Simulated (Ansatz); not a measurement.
Species, as SMILES: C#C (C2H2).
Atoms: C1, C2, H3, H4. Bonds: C1-C2, C1-H4, C2-H3.

Basis-set convergence of the highest harmonic wavenumber at B3LYP with Ansatz (a first-principles code). Each level at its own minimum, finite differences of forces, unscaled; the reference is a large set that could be run, not a limit. Cartesian d functions, on some or all atoms, in 6-31+G*; all else is spherical. The program fits the integrals of some runs and decomposes those of others, by size. Core-valence sets carry the plain set on hydrogen. No added dispersion term, no relativity. Reference: the value in aug-pcseg-2, 3515 cm⁻¹, itself unsure by roughly 1 cm⁻¹ (its mean distance from aug-cc-pVTZ, def2-TZVPPD). Deviations are taken from unrounded values.

```json
[
 {"basis": "pcseg-0", "functions": "22", "highest harmonic wavenumber (cm⁻¹)": "3519", "minus reference (cm⁻¹)": "4"},
 {"basis": "def2-SVP", "functions": "38", "highest harmonic wavenumber (cm⁻¹)": "3513", "minus reference (cm⁻¹)": "-2"},
 {"basis": "pcseg-1", "functions": "38", "highest harmonic wavenumber (cm⁻¹)": "3518", "minus reference (cm⁻¹)": "3"},
 {"basis": "6-31+G*", "functions": "42", "highest harmonic wavenumber (cm⁻¹)": "3533", "minus reference (cm⁻¹)": "17"},
 {"basis": "6-311G**", "functions": "48", "highest harmonic wavenumber (cm⁻¹)": "3523", "minus reference (cm⁻¹)": "8"},
 {"basis": "6-311+G**", "functions": "56", "highest harmonic wavenumber (cm⁻¹)": "3522", "minus reference (cm⁻¹)": "7"},
 {"basis": "aug-cc-pVDZ", "functions": "64", "highest harmonic wavenumber (cm⁻¹)": "3520", "minus reference (cm⁻¹)": "5"},
 {"basis": "cc-pVTZ", "functions": "88", "highest harmonic wavenumber (cm⁻¹)": "3518", "minus reference (cm⁻¹)": "3"},
 {"basis": "pcseg-2", "functions": "88", "highest harmonic wavenumber (cm⁻¹)": "3515", "minus reference (cm⁻¹)": "0"},
 {"basis": "jun-cc-pV(T+d)Z", "functions": "106", "highest harmonic wavenumber (cm⁻¹)": "3512", "minus reference (cm⁻¹)": "-4"},
 {"basis": "def2-TZVPPD", "functions": "108", "highest harmonic wavenumber (cm⁻¹)": "3517", "minus reference (cm⁻¹)": "2"},
 {"basis": "cc-pCVTZ", "functions": "114", "highest harmonic wavenumber (cm⁻¹)": "3510", "minus reference (cm⁻¹)": "-6"},
 {"basis": "aug-cc-pVTZ", "functions": "138", "highest harmonic wavenumber (cm⁻¹)": "3516", "minus reference (cm⁻¹)": "1"}
]
```

The smallest set listed that lies within 50 cm⁻¹ of the reference with all its larger relatives (same family, alike in diffuse functions; a set with none counts only in the reference's own line) is pcseg-0 (22 functions, 4 cm⁻¹ off). Inside, with no larger relative to test it: 6-311G**, cc-pVTZ, def2-TZVPPD, cc-pCVTZ. (Relatives not listed, tested too: 6-311++G(2d,2p) -3, def2-TZVP 0, def2-TZVPP 2, 6-311++G(3df,3pd) -2 cm⁻¹.)
